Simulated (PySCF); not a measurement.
Cyanoformaldehyde, C2HNO.
Bonds: N1–C2 (triple), C2–C3, C3–O4 (double). Hydrogens: H5 on C3.

An MMFF94s structure was refined with PySCF 2.14.0, PBE0-D3(BJ)/def2-SVP geometry optimisation, gas phase. Its MMFF94s values:

```
coordinate  MMFF94s
     N1≡C2  1.251 Å
     C2–C3  1.493 Å
     C3=O4  1.165 Å
     C3–H5  1.094 Å
  N1–C2–C3   175.6°
  C2–C3–O4   115.4°
  C2–C3–H5   112.1°
  O4–C3–H5   132.4°
```

How do these coordinates change at the PBE0-D3(BJ)/def2-SVP level?

```tsv
coordinate	PBE0-D3(BJ)/def2-SVP (Å or °)	change
N1≡C2	1.158	-0.093
C3=O4	1.197	+0.032
C2–C3	1.471	-0.022
C3–H5	1.114	+0.020
O4–C3–H5	123.4	-9.0
C2–C3–O4	122.5	+7.1
N1–C2–C3	179.3	+3.7
C2–C3–H5	114.0	+1.9
```

The energy falls by 60.2 kJ/mol over 11 energy and gradient evaluations, the largest force component goes from 0.1608 to 2.1e-04 Eh/bohr, and the atoms move by 0.051 Å rms after alignment. The bond that changes most is N1≡C2 (nitrile nitrogen to nitrile carbon), which shortens by 0.093 Å. Bonds longer at the end by more than 0.005 Å: 2 of 4; shorter: 2. Rotational constants go from 61375, 4990, 4615 to 66637, 5029, 4676 MHz.

The run used 61 basis functions and 84 SCF cycles in all.

PBE0-D3(BJ)/def2-SVP frequencies: not computed here.
